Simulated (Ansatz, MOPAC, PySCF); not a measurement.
Process, species as SMILES: OC#C + 4 [H][H] (H2) -> 2 C (CH4) + O (H2O)

Wanted: energy of full hydrogenation (enthalpy at 298 K), in kcal/mol. Conventions: non-relativistic; 6-31G* and kin with 6d, 5d where marked; no spin-orbit coupling; no dispersion term unless named. First-principles rows: single points at B3LYP-D3(BJ) geometries (Ansatz, a program for electronic structure), with unscaled harmonic terms from B3LYP/6-31G* (Ansatz) at its own minima. Semi-empirical rows: MOPAC heats of formation at their own minima for 298 K.

```json
[
 {"species": "C#CO", "coefficient": "-1", "E at M06-2X/6-31G* (5d) (PySCF), Eh": "-152.46769", "E at B3LYP/def2-TZVPD (Ansatz), Eh": "-152.61046", "H(298 K) - E, kcal/mol": "22.74", "heat of formation at MNDO (MOPAC), kcal/mol": "12.45"},
 {"species": "[H][H] (H2)", "coefficient": "-4", "E at M06-2X/6-31G* (5d) (PySCF), Eh": "-1.16368", "E at B3LYP/def2-TZVPD (Ansatz), Eh": "-1.17969", "H(298 K) - E, kcal/mol": "8.44", "heat of formation at MNDO (MOPAC), kcal/mol": "0.72"},
 {"species": "C (CH4)", "coefficient": "+2", "E at M06-2X/6-31G* (5d) (PySCF), Eh": "-40.48157", "E at B3LYP/def2-TZVPD (Ansatz), Eh": "-40.53767", "H(298 K) - E, kcal/mol": "30.76", "heat of formation at MNDO (MOPAC), kcal/mol": "-11.96"},
 {"species": "O (H2O)", "coefficient": "+1", "E at M06-2X/6-31G* (5d) (PySCF), Eh": "-76.37220", "E at B3LYP/def2-TZVPD (Ansatz), Eh": "-76.46681", "H(298 K) - E, kcal/mol": "15.65", "heat of formation at MNDO (MOPAC), kcal/mol": "-60.95"}
]
```

Measured values: Active Thermochemical Tables 1.112 (ions: stationary electron), as tabulated in the package chemicals; they hold spin-orbit and core effects, anharmonicity.  Value to compare with, the measured value: -115.6 kcal/mol. 1 Eh = 627.5095 kcal/mol.

Compute it at each level from the table, and compare with the measured value.


- M06-2X/6-31G* (5d): the sum of coefficient times E is -0.21293 Eh, or -133.62 kcal/mol; the thermal terms add 20.67. Result: -112.9 kcal/mol. Its error against the measured value is 2.7 kcal/mol.
- B3LYP/def2-TZVPD: the sum of coefficient times E is -0.21293 Eh, or -133.62 kcal/mol; the thermal terms add 20.67. Result: -112.9 kcal/mol. Its error against the measured value is 2.7 kcal/mol.
- MNDO: the sum of coefficient times heat of formation is -100.20 kcal/mol; it needs no thermal term. Its error against the measured value is 15.4 kcal/mol.
